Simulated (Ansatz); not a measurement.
Total energies of the cluster Li₂S⁺ from Ansatz at r2SCAN-D4/def2-TZVP, gas phase (1 Eh = 27.2114 eV = 2625.5 kJ/mol). The reference geometry is relaxed at r2SCAN-D4/def2-TZVP.

```csv
atom,x (Å),y (Å),z (Å)
Li1,1.4990,1.3115,-1.0626
Li2,-1.4990,-1.3115,1.0626
S3,0.0000,0.0000,0.0000
```

| state | geometry | energy (Eh) |
| --- | --- | --- |
| charge 1 doublet | reference | -413.04407 |
| charge 0 singlet | reference | -413.26519 |
| charge 1 quartet | relaxed at r2SCAN-D4/def2-TZVP | -412.88161 |

Task: Work out the vertical electron affinity, to the singlet.

Result: E(charge 1 doublet) − E(charge 0 singlet) = -413.04407 − (-413.26519) = 0.22112 Eh = 6.02 eV.

Task: Which of the charge 1 states is lowest, and how far above it are the others?

Result: The doublet. quartet: -412.88161 − (-413.04407) = 0.16246 Eh = 426.5 kJ/mol. The quartet differs in its bonds from the reference.

The structure comes from a short search, and lower isomers may exist.
